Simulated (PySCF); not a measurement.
Molecule: SMILES Cn1cccn1, C₄H₆N₂.

Geometry:
```csv
atom,x (Å),y (Å),z (Å)
C1,-1.752,-0.147,0.557
N2,-0.383,-0.120,0.115
C3,0.461,0.940,0.101
C4,1.650,0.490,-0.442
C5,1.402,-0.870,-0.724
N6,0.170,-1.222,-0.384
H7,-1.998,0.812,1.030
H8,-2.430,-0.316,-0.292
H9,-1.892,-0.956,1.287
H10,0.161,1.916,0.476
H11,2.562,1.059,-0.603
H12,2.076,-1.607,-1.160
```

Geometry PBE0-D3(BJ)/def2-SVP throughout; GIAO in PySCF 2.14.0 with density-fitted response routines, gas phase, one conformer, non-relativistic; equivalent atoms averaged; basis pcSseg-2.

Q: How do the shifts δ (against TMS, NH3 at the same level) depend on the functional? (a selection of nuclei; ppm; last column core-seconds on 1 thread of an Arm Neoverse V1, shared host)

A: 
```
functional          kind     C5     C3     C4    C1     N6     N2   H12   H11  H7/H8/H9  core-s
        HF  Hartree–Fock  153.3  143.5  108.8  38.1  361.1  218.6  7.90  6.28      3.72      19
       LDA           LDA  149.8  136.7  116.7  40.9  354.4  239.8  7.49  6.37      3.80      43
       PBE           GGA  144.8  131.9  111.6  41.0  341.9  230.3  7.47  6.29      3.77      52
      BLYP           GGA  145.5  132.2  111.4  41.2  346.6  233.4  7.43  6.24      3.79      52
      BP86           GGA  144.6  132.0  111.4  41.2  339.9  228.8  7.46  6.27      3.77      50
      OPBE           GGA  139.8  127.9  107.8  40.6  326.2  219.0  7.52  6.32      3.74      52
```

Q: Which nucleus among those listed moves most, in ppm?

A: N6 (pyridine-type nitrogen of an azole): from 326.2 ppm with OPBE to 361.1 ppm with HF. The smallest spread is 0.08 ppm, at H7/H8/H9. Proton shifts span only some 12 ppm, so a few tenths of a ppm matter as much there as several ppm in carbon.
